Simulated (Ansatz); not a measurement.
singlet BN: levels of theory in one basis

```yaml
atoms:
  - { symbol: B, position_ang: [0.0000, 0.0000, 0.0000] }
  - { symbol: N, position_ang: [0.0000, 0.0000, 1.7000] }
```

Basis set: def2-SVP (spherical functions). Correlated methods keep 2 orbitals frozen. Charge 0, multiplicity 1.

Computed with Ansatz (development build ahead of 0.2.0); each method stands on the lowest determinant of its kind that the runs found.

```
 method  E − E(RHF) (eV)  <S²> of the determinant
    RHF             0.00                     0.00
    UHF            -2.09                     1.81
RHF-MP2            -4.60                        –
```

(1) What does UHF-MP2 give on the same scale?

(2) Is a single determinant a sound starting point here?

## Answers

(1) -5.75 eV.

(2) It is doubtful. Unrestricted orbitals lower Hartree–Fock by 2.09 eV and <S²> is 1.81 where a pure state has 0.00, a sign of strong static correlation.

Caution for RHF, RHF-MP2: an unrestricted determinant lies well below. Caution for UHF, UHF-MP2: the unrestricted determinant is a mixture of spin states. Caution for RHF-MP2, UHF-MP2: bonds are stretched, where a single reference can fail. Caution for RHF-MP2: other determinants can give a lower correlated total.
